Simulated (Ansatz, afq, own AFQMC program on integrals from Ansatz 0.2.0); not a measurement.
# CH2N, quartet in cc-pVDZ, levels against CCSDT(Q)

```yaml
atoms:
  - { symbol: N, position_ang: [-0.1080, -0.2552, 1.4115] }
  - { symbol: C, position_ang: [0.2061, 0.2461, -1.6111] }
  - { symbol: H, position_ang: [-0.3606, 0.6183, 1.8913] }
  - { symbol: H, position_ang: [-0.5939, -0.0049, -2.3076] }
```

Connectivity, by distances: NH ··· CH.

Basis cc-pVDZ. Noble-gas cores (and the filled d shells of Ga–Kr and In–Xe) are frozen. Ansatz 0.2.0 and our own AFQMC program on the same integrals; the CISD trial comes from CCSD amplitudes, and released means the phaseless constraint is let go. Uncertainties: one standard error, sampling alone.

Determinant: ROHF, the one that the program's search chose, which needn't be the lowest solution. The geometry is a point of a scan.

No full CI on the walks' own integrals is used here; CCSDT(Q) serves as the reference and is uncertain by about the last step of the cluster series.

Cautions: lower spins were not checked; higher spins were not checked; a spin-contaminated unrestricted determinant lies lower (UHF 390 meV lower, ⟨S²⟩ 4.10).

```
T1 diagnostic                               : 0.0187
weight of the determinant in the CISD state : 0.895
size of the correlated space                : 11 electrons in 36 orbitals
```

```
  level  correlation energy (eV)
    MP2                  -5.2884
   CCSD                  -6.5085
CCSD(T)                  -6.6055
```

(1) Estimate where AFQMC with the constraint released lies against CCSD(T) on the same integrals.

(1) 1.6 ± 1.5 kJ/mol below CCSD(T). The gap is under twice the noise, so this walk alone can't tell the two apart.

Reference: CCSDT(Q), correlation energy -6.634 eV. The released energy is read at 1.62 1/Eh, later times being too noisy (meV from the phaseless value at times in 1/Eh: -15 ± 12 at 0.24, -22 ± 12 at 0.51, -34 ± 10 at 0.99, -22 ± 15 at 1.62, -55 ± 25 at 2.40).

```tsv
level	E − E(reference) (kJ/mol)	share of correlation (%)
CCSD(T)	2.8	99.56
CCSDT	0.5	99.92
ph-AFQMC/CISD	3.3 ± 1.1	99.48
released AFQMC	1.2 ± 1.5	99.82
```

Released energies are given only where the last usable release times agree within the noise; a slower fall can still hide under it.
